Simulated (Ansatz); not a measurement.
# BeHO+ (triplet): from Hartree-Fock to the top rungs, def2-TZVPP

The task here is to estimate one member of a computed series from the others.

The runs use Ansatz 0.2.0, Gaussian basis; def2-TZVPP, core rule «outside noble gas», up to 2 orbitals frozen.

The runs, in order: UHF; ROHF; CCSD(T) on UHF.

2 further runs of the same task are left out: 2 set aside as unsound or not needed.

## The geometry

The geometry is a PBE0/def2-TZVP stationary point (not a proven minimum) of the parent state, kept for this charge and spin.

3 atoms, charge 1, spin multiplicity 3.

Atoms are counted from 1 here; the program's logs count them from 0.

Bond lengths: O1–Be2 1.382 Å, O1–H3 0.944 Å. Angles: Be2–O1–H3 180.0°.

Set-up of the first run:

Contents of in.yaml:

```yaml
crystal:
  periodic: [false, false, false]
  atoms:
    - {symbol: O, position_ang: [0.000000, 0.000000, 0.146067]}
    - {symbol: Be, position_ang: [0.000000, 0.000000, -1.235633]}
    - {symbol: H, position_ang: [0.000000, 0.000000, 1.089567]}
basis:
  gaussian: {orbitals: def2-TZVPP}
total_charge: 1
magnetization: {spin_polarized: true, initial_magnetization: 2}
hamiltonian: {xc: hf}
output: {orbitals: {seedname: orbitals}}
```

The run is started by

```sh
> ansatz run in.yaml --threads 1 --pin off --events-out ev --progress --plain --max-ram 2816MiB --backend cpu
```

Among the steps run: UHF; ROHF; CCSD(T) on UHF.

One table of the session follows, with a row left open; its other results are not shown here.

| method | from UCCSD(T) (meV) |
| --- | --- |
| ROHF | +5993.3 |
| UHF | +5862.5 |
| UMP2 | ? |
| UCCSD | +130.4 |
| UCCSD(T) | 0 |

Estimate the missing values for UMP2.

**Answer.** from UCCSD(T) (meV): +544.6. In the column «from UCCSD(T) (meV)» it lies between UCCSD (+130.4) and UHF (+5862.5).
